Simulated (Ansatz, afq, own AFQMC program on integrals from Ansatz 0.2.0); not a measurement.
# CH3O, doublet: AFQMC among the cluster methods

```yaml
atoms:
  - { symbol: O, position_ang: [0.0000, 0.0011, 0.6951] }
  - { symbol: C, position_ang: [0.0000, 0.0094, -0.6608] }
  - { symbol: H, position_ang: [0.8686, -0.5694, -1.0215] }
  - { symbol: H, position_ang: [0.0000, 1.0088, -1.1162] }
  - { symbol: H, position_ang: [-0.8686, -0.5694, -1.0215] }
```

Connectivity, by distances: O–CH3.

Basis cc-pVDZ. Noble-gas cores (and the filled d shells of Ga–Kr and In–Xe) are frozen. Integrals, coupled cluster, full CI and functionals: Ansatz 0.2.0; the random walks run on the same integrals in our own AFQMC program. The CISD trial takes its coefficients from CCSD amplitudes. Released means that phaseless walkers are propagated on without the constraint, phases kept. Uncertainties: one standard error, sampling alone.

Determinant: UHF, the one that the program's search chose, which needn't be the lowest solution. The geometry is a point of a scan.

No full CI on the walks' own integrals is used here. The released AFQMC energy serves as the reference, which it does only where one determinant dominates, the energy is flat over the last release times and near the phaseless one (40 meV or 2 meV an electron, half that with transition metals). On small molecules, where full CI could be run and the noise was under 10 meV, such values lay within 10 meV of it in 19 cases of 20, a flattering rate, since the rule was set on those same cases; what remains of the bias isn't in the error bar.

Cautions: the released value is read at 1.62 1/Eh with a noise of 20 meV, more than in the cases checked, later times being too noisy (meV from the phaseless value at times in 1/Eh: -13 ± 12 at 0.24, -35 ± 12 at 0.51, -5 ± 14 at 0.99, -27 ± 20 at 1.62, -7 ± 22 at 2.40).

The T1 diagnostic is 0.0165, the weight of the determinant in the CISD state is 0.898 and the ⟨S²⟩ of the determinant is 0.758. The size of the correlated space is 13 electrons in 41 orbitals.

Reference: AFQMC with the constraint released, correlation energy -8.896 ± 0.020 eV.

```
        level  E − E(reference) (mEh)  share of correlation (%)
           HF           326.93 ± 0.72                      0.00
          MP2            39.87 ± 0.72                     87.80
         CCSD             8.48 ± 0.72                     97.41
      CCSD(T)             1.79 ± 0.72                     99.45
ph-AFQMC/CISD             0.99 ± 0.82                     99.70
```

A walk keeps the symmetry of its determinant, which the program's search chose and which needn't be the lowest solution, so a lower state of the same spin and another symmetry isn't excluded. Released energies are given only where the last usable release times agree within the noise; a slower fall can still hide under it.
